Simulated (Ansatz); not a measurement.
Geometry optimisation, RKS BHLYP-D4/def2-SVP (Ansatz).

Input file:

```yaml
crystal:
  periodic: [false, false, false]
  atoms:
    - { symbol: O, position_ang: [-1.0514, 0.4096, -1.4935] }
    - { symbol: P, position_ang: [-0.3424, 1.1656, -0.2643] }
    - { symbol: Si, position_ang: [0.4805, -0.6007, 0.8049] }
    - { symbol: H, position_ang: [-1.5371, 1.80763, 0.08282] }
    - { symbol: H, position_ang: [0.8581, 1.5323, -0.9442] }
    - { symbol: H, position_ang: [1.3914, -0.1024, 1.9121] }
    - { symbol: H, position_ang: [1.3189, -1.4388, -0.1228] }
    - { symbol: H, position_ang: [-0.5787, -1.3679, 1.3753] }
basis:
  gaussian: { orbitals: def2-SVP }
hamiltonian:
  xc: { name: BHLYP }
  dispersion: d4
relax:
  f_tol: 0.02
  max_steps: 50
```

Launched with:

```bash
$ ansatz run input.yaml --threads 1 --pin off --max-ram 2048MiB --backend cpu --events-out ev --progress --plain --runs-dir out
```

Q: Where does it end, and by what steps?

A: The forces met the threshold. After 7 steps the energy has fallen by 2.167 eV; H4 moved furthest, 0.52 Å.

```json
{"step": "0", "energy less start (eV)": "0.0000", "largest force component (eV/Å)": "6.029", "accepted": "yes"}
{"step": "1", "energy less start (eV)": "-1.4885", "largest force component (eV/Å)": "4.190", "accepted": "yes"}
{"step": "2", "energy less start (eV)": "-1.9157", "largest force component (eV/Å)": "3.669", "accepted": "yes"}
{"step": "3", "energy less start (eV)": "-2.1051", "largest force component (eV/Å)": "0.833", "accepted": "yes"}
{"step": "4", "energy less start (eV)": "-2.0857", "largest force component (eV/Å)": "1.729", "accepted": "no"}
{"step": "5", "energy less start (eV)": "-2.1610", "largest force component (eV/Å)": "0.176", "accepted": "yes"}
{"step": "6", "energy less start (eV)": "-2.1662", "largest force component (eV/Å)": "0.034", "accepted": "yes"}
{"step": "7", "energy less start (eV)": "-2.1665", "largest force component (eV/Å)": "0.015", "accepted": "yes"}
```

```xyz
8
Properties=species:S:1:pos:R:3
O -1.187 0.378 -1.675
P -0.403 0.940 -0.545
Si 0.495 -0.636 0.822
H -1.081 1.819 0.339
H 0.692 1.781 -0.871
H 1.263 0.030 1.900
H 1.379 -1.484 -0.003
H -0.620 -1.423 1.383
```

Whether the end is a true minimum wasn't checked by a vibrational analysis.

Time of the run: 17 s on 1 thread of Arm Neoverse V2, with other jobs on the host, peak memory 0.14 GiB.
